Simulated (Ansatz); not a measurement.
One change: `NC1NCO1` becomes `FC1NCO1`.

Ansatz, PBE0-D4/def2-TZVP geometries, multiplicity 1. Each molecule was computed in one conformer, which needn't be the lowest.

```tsv
property	`NC1NCO1`
HOMO energy (PBE/def2-TZVPP) / eV	-5.42
HOMO energy (ωB97M-V/def2-TZVPP) / eV	-9.29
HOMO energy (B3LYP/def2-TZVPP) / eV	-6.68
LUMO energy (PBE0/def2-TZVPP) / eV	0.92
HOMO–LUMO gap (ωB97M-V/def2-TZVPP) / eV	11.60
HOMO–LUMO gap (B3LYP/def2-TZVPP) / eV	7.23
```

**Question.** What does the change do to each property? (Best estimate.)

**Answer.** The calculation gave: 
```csv
property,`FC1NCO1`,shift
HOMO energy (PBE/def2-TZVPP) / eV,-6.21,-0.79
HOMO energy (ωB97M-V/def2-TZVPP) / eV,-10.09,-0.80
HOMO energy (B3LYP/def2-TZVPP) / eV,-7.50,-0.82
LUMO energy (PBE0/def2-TZVPP) / eV,0.88,-0.04
HOMO–LUMO gap (ωB97M-V/def2-TZVPP) / eV,12.40,0.80
HOMO–LUMO gap (B3LYP/def2-TZVPP) / eV,8.00,0.77
```

B3LYP here is the variant with VWN-RPA as its local correlation; programs differ in this.
